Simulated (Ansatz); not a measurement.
Converging the basis set for BH (SMILES [BH])

BH: 2 atoms, total charge 0, spin state singlet. As SMILES, `[BH]`. The bond length is the measured one.

```xyz
2

B     0.0000    0.0000    0.0000
H     0.0000    0.0000    1.2324
```

Program: Ansatz 0.2.0. Method: RPA@PBE. Swept: basis set. Watched: the total energy. Each run: energy, 1 core orbital frozen. Hardware: 1 thread of Arm Neoverse V2, shared host.

The last row is the best point of the sweep, not the limit.

Task: The candidates, from coarse to fine: cc-pV(D+d)Z; cc-pV(T+d)Z; cc-pV(Q+d)Z; cc-pV(5+d)Z. Estimate which is the coarsest that holds the total energy within 5 mEh of the last.

Result: cc-pV(Q+d)Z: it is 3.418 mEh off and takes 0.64 s, against 2.5 s for cc-pV(5+d)Z. Totals converge more slowly than differences, where errors cancel.

| basis set | basis functions | energy (Eh) | from the best (mEh) | wall time |
| --- | --- | --- | --- | --- |
| cc-pV(D+d)Z | 19 | -25.272945 | +42.987 | 0.16 s |
| cc-pV(T+d)Z | 44 | -25.302179 | +13.754 | 0.26 s |
| cc-pV(Q+d)Z | 85 | -25.312515 | +3.418 | 0.64 s |
| cc-pV(5+d)Z | 146 | -25.315932 | 0.000 | 2.5 s |
